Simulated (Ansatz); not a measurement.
**SiN2H (sextet): from Hartree-Fock to the top rungs, def2-QZVPP**

An exercise on one series of results from a longer session: the logs are not shown, and one member is left open.

Program: Ansatz 0.2.0, Gaussian basis. Level of theory: def2-QZVPP, core rule «outside noble gas», up to 7 orbitals frozen. These are calculated values, not measurements.

The runs, in order: UHF; ROHF; CCSD(T) on UHF.

3 further runs of the same task are left out: 1 that didn't finish, 2 set aside as unsound or not needed. Runs told in other sessions of the task aren't counted.

## The system

The geometry is a PBE0/def2-TZVP stationary point (not a proven minimum) of the parent state, kept for this charge and spin.

4 atoms, charge 0, spin multiplicity 6.

Atoms are counted from 1 here; the program's logs count them from 0.

Bond lengths: N1–Si2 1.595 Å, N1–H4 1.005 Å, Si2–N3 1.809 Å. Angles: Si2–N1–H4 144.7°, N1–Si2–N3 105.3°.

Coordinates:

```xyz
4
HN2Si
N     0.0000   -0.4850    1.2541
Si    0.0000    0.5242    0.0187
N     0.0000   -0.5264   -1.4541
H     0.0000   -0.5535    2.2570
```

Set-up of the first run:

Input file in.yaml:

```yaml
crystal:
  periodic: [false, false, false]
  atoms:
    - {symbol: N, position_ang: [0.000000, -0.484969, 1.254083]}
    - {symbol: Si, position_ang: [0.000000, 0.524235, 0.018749]}
    - {symbol: N, position_ang: [0.000000, -0.526367, -1.454098]}
    - {symbol: H, position_ang: [0.000000, -0.553520, 2.257049]}
basis:
  gaussian: {orbitals: "def2-QZVPP.json"}
magnetization: {spin_polarized: true, initial_magnetization: 5}
hamiltonian: {xc: hf}
output: {orbitals: {seedname: orbitals}}
```

The run is started by

```
ansatz run in.yaml --threads 1 --pin off --events-out ev --progress --plain --max-ram 2393MiB
```

Among the steps run: UHF; ROHF; CCSD(T) on UHF.

One of the session's tables, all rows but one given; the rest of the session is left out.

| method | from UCCSD(T) (meV) |
| --- | --- |
| ROHF | +12253.6 |
| UHF | ? |
| UMP2 | +1439.0 |
| UCCSD | +461.1 |
| UCCSD(T) | 0 |

Q: Estimate the row for UHF from the others.

**Answer.** from UCCSD(T) (meV): +11853.9. In the column «from UCCSD(T) (meV)» it lies between UMP2 (+1439.0) and ROHF (+12253.6).
